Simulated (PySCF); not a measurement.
SiF4, SMILES F[Si](F)(F)F. Geometry optimised at ωB97X-D3(BJ)/def2-SVP. The isomer is the one that the SMILES or the coordinates give; other isomers of the formula were not compared.

Question: Give the equilibrium geometry at ωB97X-D3(BJ)/def2-SVP (PySCF confirms it by a frequency run) as a Z-matrix, and its point group. (Estimate from the structure and the level; the computed values follow.)

Answer: point group Td.
```
Si
F 1 1.5904
F 1 1.5904 2 109.47
F 1 1.5904 2 109.47 3 -120.00
F 1 1.5904 2 109.47 3 120.00
```
